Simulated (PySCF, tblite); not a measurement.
# C₅H₅N: geometry, infrared bands, NMR shifts, spin-spin couplings and electronic excitations

Wanted: the infrared bands, NMR shifts, spin-spin couplings and electronic excitations of C₅H₅N (`N#CC1=CCC1`), by calculation.

Computed with tblite 0.8.0 and PySCF 2.14.0, with density-fitted response routines of our own, on a single molecule in the gas phase. Atoms count from 0, in the outputs and in this text.

### Step 1. Starting geometry

11 atoms, charge 0, multiplicity 1; geometry from: force field or distance geometry start.

Bonds of the start (Å): N0–C1 1.17, C1–C2 1.53, C2–C3 1.34, C3–C4 1.50, C4–C5 1.54, C5–C2 1.52, C3–H6 1.09, C4–H7 1.09, C4–H8 1.10, C5–H9 1.10, C5–H10 1.10.

### Step 2. Optimising the geometry with GFN2-xTB

What the job is given:

```
{"job": {"kind": "relax", "xc": "GFN2-xTB", "basis": "xTB"}, "charge": 0, "multiplicity": 1}
N      3.386000     0.254800     0.646200
C      2.235900     0.130800     0.448300
C      0.738400    -0.044500     0.205200
C     -0.185300    -0.945800     0.572800
C     -1.316800    -0.264500    -0.140100
C     -0.271000     0.780700    -0.583400
H     -0.140900    -1.851700     1.181800
H     -2.113200     0.141400     0.484900
H     -1.761800    -0.825000    -0.973600
H     -0.459900     1.792800    -0.203400
H     -0.106000     0.833800    -1.664700
```

Started as:

```bash
OMP_NUM_THREADS=1 python probes_run.py task.json out
```

The driver reads the jobs from task.json and runs them one after another.

**Question.** This job is followed by: GFN2-xTB harmonic vibrations, gas phase; PBE0-D3(BJ)/def2-SVP geometry optimisation, gas phase; GIAO PBE0/pcSseg-1 NMR shielding, non-relativistic, gas phase; B3LYP/pcJ-1 indirect spin-spin coupling, non-relativistic, gas phase; TDDFT PBE0/def2-SVPD, vertical, gas phase, core orbitals frozen in the response; GIAO mPW1PW91/pcSseg-2 NMR shielding, non-relativistic, gas phase. Predict these results of the whole session: strongest single infrared mode (GFN2-xTB); zero-point energy (GFN2-xTB); point group; rotational constants (main isotopes); ¹³C shifts against TMS (PBE0/pcSseg-1); ¹H shifts against TMS (PBE0/pcSseg-1, means over atoms taken as alike); ¹⁵N shifts against NH3 (PBE0/pcSseg-1); largest coupling of the table (B3LYP/pcJ-1); lowest singlet (PBE0/def2-SVPD); lowest triplet; vertical ionisation energy (ΔSCF); vertical electron affinity (ΔSCF); range of the shift of C2.

The runs gave:

| quantity | value |
| --- | --- |
| strongest single infrared mode (GFN2-xTB) | 2358 cm⁻¹, 201 km/mol |
| zero-point energy (GFN2-xTB) | 52.8 kcal/mol |
| point group | Cs |
| rotational constants (main isotopes) | 12.60, 2.37, 2.05 GHz |
| ¹³C shifts against TMS (PBE0/pcSseg-1) | 162.3, 127.0, 118.7, 35.1, 31.9 ppm |
| ¹H shifts against TMS (PBE0/pcSseg-1, means over atoms taken as alike) | 6.86, 2.78, 2.59 ppm |
| ¹⁵N shifts against NH3 (PBE0/pcSseg-1) | 323.5 ppm |
| largest coupling of the table (B3LYP/pcJ-1) | ¹J(C,H) C3–H6, 185.3 Hz |
| lowest singlet (PBE0/def2-SVPD) | 5.96 eV (208 nm), f = 0.303 |
| lowest triplet | 3.48 eV |
| vertical ionisation energy (ΔSCF) | 9.88 eV |
| vertical electron affinity (ΔSCF) | -0.44 eV (unbound: the value hangs on the basis) |
| range of the shift of C2 | 127.0 to 131.6 ppm |

**Reading.** Over 23 steps the energy fell by 0.347 eV; of the close pairs, C1–C2 changed most, 1.527 to 1.397 Å (GFN2-xTB). No mode is imaginary among the 27: a minimum at this level. The strongest single mode, at 2358 cm⁻¹, moves mainly C1 and N0. GFN2-xTB is a fitted tight-binding method: band positions and strengths are rough. Its intensities can rank the bands wrongly. Over 2 steps the energy fell by 0.043 eV; of the close pairs, C1–C2 changed most, 1.397 to 1.419 Å (PBE0/def2-SVP). The most deshielded hydrogen is H6 (hydrogen on an alkene CH), at 6.86 ppm: olefinic region. At PBE0/pcSseg-1: Shielding is most anisotropic at N0 (span 442 ppm, paramagnetic term -398 ppm). Of the pairs tabulated at B3LYP/pcJ-1, C3–H6 couples most strongly (185.3 Hz; Fermi contact 185.1 Hz). Couplings across rotatable bonds belong to this one conformer; where others are populated, the observed values are averages. The first singlet state (HOMO→LUMO 0.91) lies at 5.96 eV and is bright. The lowest triplet lies 2.48 eV below the lowest singlet (triplets in Tamm-Dancoff, singlets in full TDDFT). In ppm, C2 moves most: its shift spreads over 4.6 ppm, from 127.0 (PBE0/pcSseg-1) to 131.6 (mPW1PW91/pcSseg-2).
